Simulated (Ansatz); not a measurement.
## 1,2-elimination

Start structure (AlH3O2, closed shell), relaxed at PBE0-D4/def2-TZVP:

Al1  (-0.234, -0.244, -0.257)
H2  (-0.787, -1.418, -1.144)
O3  (1.231, -0.339, 0.588)
H4  (1.803, -1.104, 0.576)
O5  (-1.142, 1.175, -0.141)
H6  (-0.871, 1.931, 0.378)
(Å)

The step: AlH₃O₂ ([OH][AlH][OH]) → AlHO₂ ([O][Al][OH]) + H₂; bonds formed: H2–H4; bonds broken: Al1–H2, O3–H4. Computed with Ansatz 0.2.0 (basis: def2-TZVPP and def2-QZVPP); correlated methods freeze the cores. Extrapolation: Hartree–Fock as exp(−7.88 √X), correlation as X^−2.97. Energies below are by CCSD(T) at an estimated basis limit (MP2 extrapolated from triple and quadruple zeta, plus CCSD(T) − MP2 in triple zeta).

(1) What are the electronic barrier and the energy of the step, from the start structure to the end structure? (Judge from chemistry; the value comes from the calculation.)

T1 diagnostic: at most 0.022.

Answers

(1) The calculation gives: Barrier 2.998 eV; step energy 2.732 eV (uphill); reverse barrier, their difference, 0.266 eV. Barrier and step energy count from the start structure, the reverse barrier from the end structure.

The saddle point: One imaginary mode of 686i cm⁻¹.
```tsv
pair	start (Å)	saddle (Å)	end (Å)
H2–H4	3.12	0.87	0.76
Al1–H2	1.57	1.89	2.18
O3–H4	0.96	1.65	2.57
```

Zero-point energy (harmonic, PBE0-D4): ZPE is 0.929 eV at the start and 0.819 eV at the saddle, so the barrier goes from 2.998 to 2.888 eV.

First-order rate constant out of the start structure at 298 K by transition-state theory, with harmonic vibrational free energies alone and no tunnelling: ΔA‡ = 2.880 eV, so k = (kB T/h) exp(−ΔA‡/kB T) ≈ 10^-36 s⁻¹ (an order of magnitude at best: rotation, the number of equivalent paths and anharmonicity are left out).

Labels in which every atom is bracketed show which atoms are joined, not bond orders.

For scale, one of the runs: CCSD(T)/def2-TZVPP, 146 basis functions (an equivalent command: `ansatz run in.yaml --threads 2`). Time: 18 s of wall clock on 2 CPU threads; the host was shared. Peak host memory: 0.87 GiB.
